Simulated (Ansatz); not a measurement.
# Basis-set limit of ZrB⁺, quintet

```xyz
2

Zr    0.0000    0.0000    0.0000
B     0.0000    0.0000    2.0189
```

Ansatz 0.2.0, UHF determinant, valence electrons correlated, core potentials past Kr. Energies in eV.

```csv
set,X,functions,Hartree–Fock,MP2 correlation,CCSD(T) correlation,time
def2-TZVPP,3,87,-1926.9657,-2.8660,-3.6521,"12 s on 1 × NVIDIA H100 80GB HBM3 with 1 thread of AMD EPYC 7R13 Processor (Zen 3), with other jobs on the host"
def2-QZVPP,4,138,-1927.0308,-3.0349,-3.7920,17 s on 1 × NVIDIA H100 80GB HBM3 with 1 thread of AMD EPYC 7R13 Processor (Zen 3) (shared host)
```

Hartree–Fock is taken to follow E(X) = E∞ + A·exp(−7.88·√X), correlation E(X) = E∞ + B·X^−2.97.

Cautions: no spin-orbit coupling; outer-core shells of the metal frozen; lower spins were not checked; higher spins were not checked; strong correlation.

Task: Work out the CCSD(T) energy at the limit, and how far the shortcut misses it that extrapolates MP2 and adds CCSD(T) minus MP2 from the smaller set.

Result: Hartree–Fock: E∞ = E4 + 0.1377·(E4 − E3) = -1927.0397. Correlation: E∞ = E4 + 0.7407·(E4 − E3) = -3.8957 for CCSD(T) and -3.1601 for MP2. The limit is -1930.9354 eV, 0.113 eV below def2-QZVPP. The shortcut gives a correlation energy of -3.1601 + (-0.7861) = -3.9462, 50 meV lower than the direct value.

The exponents were fitted on light atoms, and def2 sets of heavy atoms don't grow evenly, so the limit is rough here.
